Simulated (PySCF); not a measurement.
C2H7Al.
Numbering: `[CH3:1][CH2:2][AlH2:3]` (hydrogens: H4, H5, H6 on C1; H7, H8 on C2; H9, H10 on Al3)

Method: PBE0-D3(BJ)/def2-SVP geometry optimisation, gas phase in PySCF; density fitting, grid level 1; the optimiser is geomeTRIC in internal coordinates, started from a GFN2-xTB structure with every atom displaced at random (about 0.01 Å).

Step 0: E = -8774.9937 eV
```
atom  x, y, z in Å  |  force x, y, z in eV/Å
C1     -1.0942   -0.0872    0.5517   -0.096   1.535  -1.131
C2     -0.2616    0.3174   -0.6772    0.460  -0.248   0.809
Al3     1.6001   -0.1706   -0.1914   -0.326   0.160  -0.132
H4     -2.1371    0.1584    0.3836   -0.705  -0.023   0.044
H5     -0.7855    0.4760    1.4227    0.204   0.197   0.657
H6     -1.0167   -1.1212    0.7639    0.086  -1.530   0.408
H7     -0.3939    1.3877   -0.8941    0.130   0.153  -0.006
H8     -0.6293   -0.1958   -1.5664   -0.022  -0.273  -0.421
H9      1.8779   -0.8217    1.2190   -0.135  -0.119   0.261
H10     2.8904    0.0361   -1.0329    0.404   0.148  -0.491
```

Step 1: E = -8775.1371 eV
```
atom  x, y, z in Å  |  force x, y, z in eV/Å
C1     -1.1585   -0.0678    0.5513    0.003   0.169  -0.230
C2     -0.2252    0.2892   -0.6153    0.004  -0.163   0.243
Al3     1.6539   -0.1685   -0.2099   -0.052   0.036   0.050
H4     -2.2047    0.1923    0.3287   -0.093  -0.064  -0.017
H5     -0.8919    0.4892    1.4604    0.054  -0.051   0.140
H6     -1.1241   -1.1416    0.7926   -0.015   0.011   0.058
H7     -0.3162    1.3665   -0.8465    0.071  -0.012  -0.090
H8     -0.5589   -0.2351   -1.5302    0.082   0.060  -0.062
H9      1.9705   -0.8293    1.2036   -0.026  -0.044   0.067
H10     2.9053    0.0843   -1.1557   -0.028   0.059  -0.160
```

Question: Estimate the geometry and energy of step 2. (The exact step hangs on the optimiser's Hessian estimate; all steps are aligned on step 1, rigid shifts and turns removed.)

Answer: E = -8775.1538 eV, largest force 0.261 eV/Å
```
atom  x, y, z in Å  |  force x, y, z in eV/Å
C1     -1.1745   -0.0613    0.5505   -0.038   0.131  -0.153
C2     -0.2159    0.2822   -0.5987   -0.033  -0.103   0.237
Al3     1.6567   -0.1693   -0.1953    0.091  -0.014   0.018
H4     -2.2199    0.1949    0.3093   -0.006  -0.029   0.004
H5     -0.9201    0.4865    1.4721    0.019  -0.027   0.014
H6     -1.1510   -1.1335    0.7998    0.000  -0.015   0.015
H7     -0.2860    1.3573   -0.8473    0.033   0.014  -0.035
H8     -0.5255   -0.2370   -1.5248    0.034   0.007  -0.031
H9      2.0169   -0.8422    1.2080   -0.044   0.001   0.003
H10     2.8695    0.1016   -1.1947   -0.055   0.037  -0.071
```

The energy changes by -0.0167 eV. The first-order estimate −F·Δx gives -0.0223 eV and the mean of the old and new forces, exact on a quadratic surface, -0.0168 eV. The step makes an angle of 66° with the force vector and moves no atom by more than 0.056 Å.

The cost below is that of the whole optimisation. Hardware: Arm Neoverse V1, one thread, shared host. Cost: 9.9 s, 0.34 GiB resident at most.
